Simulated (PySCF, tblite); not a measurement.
## How well does each level of theory give the band gap of zinc-blende GaP?

Reference value: 2.43 eV (measured, zero-point renormalisation of 0.08 eV added back here (the table's ZPR column); inputs from Chen et al. (2018), doi:10.1103/physrevmaterials.2.073803).

| level (code) | value (eV) | cell (Å³/atom) | error (eV) |
|---|---|---|---|
| GFN1-xTB (tblite) | 0.00 | 22.64 | -2.43 |
| GFN2-xTB (tblite) | 1.19 | 22.99 | -1.24 |
| PBE (PySCF) | 1.59 ± 0.03 | 20.24 | -0.84 |
| Hartree–Fock (PySCF) | 7.78 ± 0.1 | 20.24 | +5.35 |

Leaving aside GFN1-xTB (doubt noted below), GFN2-xTB (doubt noted below): Of the ranked levels PBE (-0.84 eV) comes nearest. Farthest off among them: Hartree–Fock (+5.35 eV). Every ranked level misses the reference by more than 0.5 eV.

Density-functional gaps are differences of (generalised) Kohn–Sham levels of a static lattice; semilocal ones lie below quasiparticle gaps as a rule. Measured gaps hold zero-point and thermal shifts unless a correction is named. Levels without +SOC have no spin–orbit coupling; where heavier elements are present it shifts gaps, mostly down, and can invert bands. A gap of zero means that the bands touch or overlap; how far they overlap is not shown.  A ± on a computed value is a rough bar: the spread of its extrapolation, a floor set from checks against published values, or a statistical error. GFN1-xTB, GFN2-xTB: the gap is read on the k mesh or supercell of the run alone and can be too large. GFN1-xTB, GFN2-xTB: the method was fitted mainly to molecules. Values are at the level's own equilibrium cell; PBE at the measured cell; Hartree–Fock at the measured cell.

Differences are worked out from the printed values.
